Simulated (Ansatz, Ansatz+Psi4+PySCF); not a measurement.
```xyz
3

O     0.0000    0.0000    0.0987
H     0.0000    0.7238   -0.4668
H     0.0000   -0.7238   -0.4668
```

Basis set: cc-pVTZ (spherical functions). Frozen core: 1 orbital. Charge 0, multiplicity 1.

Computed with Ansatz (development build ahead of 0.2.0); each method stands on the lowest determinant of its kind that the runs found. Restricted open shells among the atoms or ions are ROHF, correlated in semicanonical orbitals with singles.

Question: Give the atomization energy at this shape (free ground-state atoms in the same class of orbitals less the molecule, no zero-point energy) of singlet H₂O by RHF-CCSD(T), RHF-MP2, RHF.

Answer:

| method | atomization energy |
| --- | --- |
| RHF-CCSD(T) | 222.91 kcal/mol |
| RHF-MP2 | 226.20 kcal/mol |
| RHF | 157.61 kcal/mol |
